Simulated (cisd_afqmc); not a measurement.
Input (AFQMC/CISD/cc-pVQZ; cisd_afqmc is a phaseless AFQMC code with CISD trial states that reads the integrals written by Ansatz):

Ansatz 0.2 input:
```python
import cisd_afqmc

open("ham.yaml", "w").write("""\
crystal:
  periodic: [false, false, false]
  atoms:
    - {symbol: C, position_ang: [-0.00000000, -0.00000000, -0.16050164]}
    - {symbol: H, position_ang: [0.00000000, 0.00000000, 0.96300985]}
basis:
  gaussian:
    orbitals: cc-pVQZ
magnetization: {spin_polarized: true, initial_magnetization: 1}
correlation: {method: ccsd, electrons: outside_noble_gas, hamiltonian_folder: ham}
""")
rep = cisd_afqmc.ansatz("ham.yaml")
e_ccsd = rep["correlation"]["coupled_cluster"]["energy"]["hartree"]
out = cisd_afqmc.run("ham", e_ccsd, trial="CISD", walkers=100, populations=8, threads=8, dt=0.005, steps=40, early=24, settle=10, least=32,
    cut=5e-5, rank_cut=2e-4, target=0.0004, seconds=1500, seed=1, memory=12960, gpu=False)
```

Output:

```
orbitals 84, occupied [3, 2], factors 419 of 498, rank of the doubles 199 of 407
E(HF) = -38.287110
E(CCSD) on the cut factors = -38.414589, shift to the whole factors -0.000000
Energy of the trial state on the determinant = -38.414485
  tau behind 7.2 of longer steps, mean of the populations' last blocks
   2.0  -38.41864
   4.0  -38.41861
   6.0  -38.41849
   8.0  -38.41879
blocks 325 (1 outliers left out), error by blocks joined: 1: 0.00011, 2: 0.00013, 4: 0.00016, 8: 0.00018, 16: 0.00016
E(AFQMC/CISD) = -38.41863 +/- 0.00018
```

The determinant is spin-contaminated: <S^2> is 1.10, 0.35 over the pure value.
